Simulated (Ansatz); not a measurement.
**PHO: up Jacob's ladder to CCSD(T)**

The task here is to estimate one member of a computed series from the others.

Program: Ansatz 0.2.0, Gaussian basis. Level of theory: functionals in def2-TZVPP, the program's frozen cores in correlated methods. These are calculated values, not measurements.

Levels to be run: LDA (SPW92), PBE-D4, revPBE-D4, BLYP-D4, r2SCAN-D4, B97M-V, PBE0-D4, B3LYP-D4, r2SCANh-D4, r2SCAN0-D4, HSE06-D4, BHLYP-D4, CAM-B3LYP-D4, LC-ωPBE, ωB97X-V, ωB97M-V, B2PLYP, PBE-QIDH; CCSD(T)/def2-SVP; CCSD(T)/def2-TZVPP; CCSD(T)/def2-QZVPP; extrapolation to the limit; RPA on PBE.

## Structure used throughout

The geometry comes from an earlier relaxation with PBE0-D4 in a triple-zeta def2 set; it is a stationary point.

SMILES `O=P`, 3 atoms, charge 0, spin multiplicity 1.

Atoms are counted from 1 here; the program's logs count them from 0.

Bond lengths: O1–P2 1.478 Å, P2–H3 1.468 Å. Angles: O1–P2–H3 104.3°.

The first run:

Contents of in.yaml:

```yaml
crystal:
  periodic: [false, false, false]
  atoms:
    - {symbol: O, position_ang: [0.792451, 0.743868, 0.517276]}
    - {symbol: P, position_ang: [0.235298, -0.550300, 0.069725]}
    - {symbol: H, position_ang: [-1.027750, -0.193568, -0.587012]}
basis:
  gaussian: {orbitals: def2-TZVPP}
hamiltonian: {xc: lda}
output: {orbitals: {seedname: orbitals}}
```

On the command line:

```console
$ ansatz run in.yaml --threads 2 --pin off --events-out ev --progress --plain --max-ram 32768MiB --backend cpu
```

Among the steps run: LDA; PBE-D4 (GGA); revPBE-D4 (GGA); BLYP-D4 (GGA); r2SCAN-D4 (meta-GGA); B97M-V (meta-GGA); B3LYP-D4 (hybrid); r2SCANh-D4 (hybrid); r2SCAN0-D4 (hybrid); HSE06-D4 (hybrid); BHLYP-D4 (hybrid); CAM-B3LYP-D4 (range-separated); LC-ωPBE (range-separated); ωB97X-V (range-separated); ωB97M-V (range-separated); B2PLYP (double hybrid); PBE-QIDH (double hybrid).

One of the session's tables, all rows but one given; the rest of the session is left out.

It belongs to the step «Frontier levels by functional». 

```
  functional  HOMO (eV)  LUMO (eV)  gap (eV)
 LDA (SPW92)      -6.25      -4.40      1.85
      PBE-D4      -6.17      -4.20      1.97
   revPBE-D4      -6.14      -4.14      2.00
     BLYP-D4      -6.09      -4.07      2.02
   r2SCAN-D4      -6.46      -4.13      2.32
      B97M-V      -6.56      -4.04      2.51
     PBE0-D4      -7.54      -3.24      4.31
    B3LYP-D4          ?          ?         ?
  r2SCANh-D4      -6.97      -3.75      3.21
  r2SCAN0-D4      -7.73      -3.20      4.53
    HSE06-D4      -7.14      -3.62      3.51
    BHLYP-D4      -8.84      -2.17      6.67
CAM-B3LYP-D4      -8.93      -2.03      6.90
     LC-ωPBE     -10.24      -0.83      9.41
     ωB97X-V      -9.91      -0.90      9.01
     ωB97M-V      -9.78      -0.96      8.82
```

Estimate the missing values for B3LYP-D4.

Worked estimate for «HOMO (eV)». Against the share of exact exchange, BLYP-D4 (0, -6.09), BHLYP-D4 (0.5, -8.84) give a slope of -5.50 per unit share; at 0.2 the line stands at -7.19.

As computed: HOMO (eV): -7.35; LUMO (eV): -3.46; gap (eV): 3.89. In «HOMO (eV)» the line misses by +0.16.
